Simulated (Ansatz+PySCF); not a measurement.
# singlet CS: levels of theory in one basis

```xyz
2

C     0.0000    0.0000   -2.2330
S     0.0000    0.0000    0.8374
```

Basis set: cc-pVDZ (spherical functions). Left uncorrelated: 6 orbitals. Charge 0, multiplicity 1.

Computed with Ansatz (development build ahead of 0.2.0); each method stands on the lowest determinant of its kind that the runs found. NEVPT2 correlates all electrons. Active spaces start from the frontier orbitals, and the lowest solution found is given.

```csv
method,E − E(RHF) (eV),<S²> of the determinant
RHF,0.00,0.00
UHF,-4.24,2.01
RHF-MP2,-4.59,–
UHF-MP2,-8.00,2.01
RHF-CCSD,-6.10,–
RHF-CCSD(T),-6.36,–
UHF-CCSD(T),-9.17,2.01
UHF-CCSDT(Q),-9.47,2.01
"CASSCF(10,8)",-4.78,–
"CASSCF(2,2)",-0.55,–
"SC-NEVPT2(10,8)",-8.57,–
"SC-NEVPT2(2,2)",-4.89,–
```

Question: What does RHF-CCSDT(Q) give on the same scale?

Answer: -6.49 eV.

Question: Is a single determinant a sound starting point here?

Answer: It is doubtful. Unrestricted orbitals lower Hartree–Fock by 4.24 eV and <S²> is 2.01 where a pure state has 0.00, a sign of strong static correlation. The CASSCF(10,8) natural occupations are 2.00, 1.96, 1.54, 1.45, 1.45, 0.57, 0.57, 0.48. The CASSCF(2,2) natural occupations are 1.95, 0.05.

Caution for RHF, RHF-MP2, RHF-CCSD, RHF-CCSD(T), RHF-CCSDT(Q): an unrestricted determinant lies well below. Caution for UHF, UHF-MP2, UHF-CCSD(T), UHF-CCSDT(Q): the unrestricted determinant is a mixture of spin states. Caution for RHF-MP2, UHF-MP2, RHF-CCSD, RHF-CCSD(T), UHF-CCSD(T), RHF-CCSDT(Q), UHF-CCSDT(Q): bonds are stretched, where a single reference can fail. Caution for UHF-MP2, UHF-CCSD(T), UHF-CCSDT(Q): a plain start can end on a higher determinant. Caution for RHF-CCSDT(Q): another reference gives a lower total. Caution for CASSCF(2,2), SC-NEVPT2(2,2): other starts end on other solutions of this active space.
